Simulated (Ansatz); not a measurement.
Rock-salt TiC, treated with PBEsol in Ansatz (plane waves, PAW).

Total energies, extrapolated to zero smearing (they compare only within this program, potentials and cutoff; free atoms with spin allowed, lowest state found):

```csv
system,energy (eV/atom)
"rock-salt TiC, relaxed",-1361.2115
free Ti atom,-2468.0659
free C atom,-238.3921
```

Q: Work out the cohesive energy per atom.

A: E_coh = [1 × (-2468.0659) + 1 × (-238.3921)]/2 − (-1361.2115) = 7.98 eV/atom. The reference value is 7.16 eV/atom (measured, temperature not stated, as the source gives it; zero-point correction not stated; as tabulated in Vojvodic and Ruberto (2010), arXiv:1005.0508), a difference of +0.82 eV/atom.

The PAW data were made under PBE.

Ansatz is a quantum-chemistry and plane-wave program.
